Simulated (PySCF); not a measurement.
# Broadened absorption spectrum of cyclopropenethione

Cyclopropenethione, C₃H₂S.
InChI=1S/C3H2S/c4-3-1-2-3/h1-2H

The calculation used TDDFT CAM-B3LYP/aug-cc-pVTZ, vertical, gas phase, core orbitals frozen in the response (PySCF). Geometry: PBE0-D3(BJ)/def2-TZVP; no solvent, vibrations or thermal averaging.

Computed states:

```csv
state,E (eV),f
S1,3.46,0.0000
S2,3.78,0.0005
S3,4.98,0.0075
S4,5.30,0.055
S5,5.63,0.166
S6,5.87,0.0073
S7,5.96,0.109
S8,6.22,0.0009
S9,6.32,0.0046
S10,6.46,0.0000
```

Each state is given a Gaussian of 0.25 eV full width at half maximum, with ε(max) = 2.175×10⁸ f / Δν̃ (Δν̃ the width in cm⁻¹). The width is an assumption, not a result. The curve ends short of the highest state used, and states not computed would add to its high-energy end.

Question: Give the broadened spectrum and its maxima.

Answer: 
```
E (eV)  ε (L mol⁻¹ cm⁻¹)
  3.09                 0
  3.21                 0
  3.33                 0
  3.45                 0
  3.57                 8
  3.69                39
  3.81                51
  3.93                19
  4.05                 2
  4.17                 0
  4.29                 0
  4.41                 0
  4.53                 0
  4.65                 7
  4.77               125
  4.89               592
  5.02               913
  5.14              2066
  5.26              5557
  5.38              5817
  5.50              9882
  5.62             18069
  5.74             11842
  5.86              9869
```

Maxima: 328 nm (3.77 eV), ε about 54, made up of S2 (100%); 233 nm (5.32 eV), ε about 6200, made up of S4 (96%); 220 nm (5.63 eV), ε about 18000, made up of S5 (99%) (ε in L mol⁻¹ cm⁻¹; maxima over ε = 5, shares over 10%). At its high-energy end, 5.86 eV, the curve is still rising (ε about 9900, from S5 and S7).

Question: What would ε be at 5.63 eV, the highest of these maxima, with half the width (0.125 eV)?

Answer: About 35800 L mol⁻¹ cm⁻¹ against 18100, a factor of about 1.97; a lone state at its own centre would give exactly 2.

Question: On this curve, what absorbance would a 10⁻⁵ mol/L sample give at 266 nm over a 1 cm path?

Answer: 266 nm is 4.661 eV, where ε is about 10 L mol⁻¹ cm⁻¹, so A = ε c l ≈ 0.0001 (Beer–Lambert, with the gas-phase spectrum and the assumed width).

Question: Coming from long wavelengths, where does ε first pass 100 L mol⁻¹ cm⁻¹?

Answer: At about 261 nm (4.76 eV), 1.30 eV above S1.
